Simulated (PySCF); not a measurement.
Species: C₅H₄S (charge -1 and doublet state).
Structure used (GFN2-xTB), in Å, numbered top down from 1:
```xyz
10
C5H4S angstrom
C     -2.7729   -0.5779   -0.4194
C     -1.6755   -0.0907   -0.2568
C     -0.4311    0.4836   -0.0688
C      0.7570   -0.2328   -0.0877
C      2.0031    0.3241    0.0969
S      3.4612   -0.5378    0.0759
H     -3.7175   -1.0132   -0.5609
H     -0.4017    1.5553    0.1037
H      0.7049   -1.3023   -0.2608
H      2.0814    1.3964    0.2719
```

The hyperfine couplings belong to this conformer and change with its torsions.

The species is `C#C/C=C/[CH][S-]` [radical] (charge -1).

Theory: UKS B3LYP, pcH-1 on C H S, non-relativistic, mean-field spin-orbit, GIAO (PySCF). Whether the extra electron is bound in the gas phase wasn't checked; a finite basis holds it in any case. The geometry wasn't refined by DFT: couplings that depend on bond lengths, twists or pyramidal angles can differ widely from those at the functional's own minimum, by a factor of two or more for some ions and for spin on atoms past the first row. Stability of the SCF solution: not tested.

Q: The isotropic 13C couplings are -29.9, +26.8, +19.7, +17.3, -17.0 MHz. Assign them to C1; C2; C3; C4; C5.

A: 
```csv
site,a_iso (MHz),ρ(0) (bohr⁻³),position,distance from S6 (Å),spin population,largest |T| (MHz)
C1,+19.7,+0.0175,a main spin site,6.25,+0.26,35.0
C2,-29.9,-0.0266,1 bond from C1,5.17,-0.09,8.9
C3,+26.8,+0.0239,a main spin site,4.03,+0.33,55.5
C4,-17.0,-0.0151,1 bond from C5,2.73,-0.01,3.9
C5,+17.3,+0.0151,a main spin site,1.69,+0.21,42.7
```

Q: Match the computed a_iso(1H) values -23.1, -19.5, -16.5, -1.0 MHz with the sites H7; H8; H9; H10.

A: 
```tsv
site	a_iso (MHz)	ρ(0) (bohr⁻³)	position	distance from S6 (Å)	bound to	spin population there	largest |T| (MHz)
H7	-19.5	-0.0044	1 bond from C1	7.22	C1	+0.26	9.6
H8	-23.1	-0.0052	1 bond from C3	4.39	C3	+0.33	12.7
H9	-1.0	-0.0002	2 bonds from C5	2.88	C4	-0.01	4.1
H10	-16.5	-0.0037	1 bond from C5	2.38	C5	+0.21	11.0
```

ρ(0) is the spin density at the nucleus and T the dipolar tensor; a_iso includes a spin–orbit part. Largest spin populations (Mulliken): S6 (+0.35), C3 (+0.33), C1 (+0.26) and C5 (+0.21). Four atoms exceed +0.15. The positive populations add up to 1.15 and the negative ones to -0.15, together 2S = 1. Main spin sites, with 60 % or more of the largest population: C1, C3, C5, S6; positions count bonds from the nearest.

C5, the radical centre as drawn in `C#C/C=C/[CH][S-]`, holds a spin population of +0.21 out of 1.

The run took 39 s (with the writing of density and orbital grids) on Arm Neoverse V1, one thread, no GPU, shared host with 32 logical CPUs at a one-minute load of 20, and the process peaked at 0.61 GiB of memory.
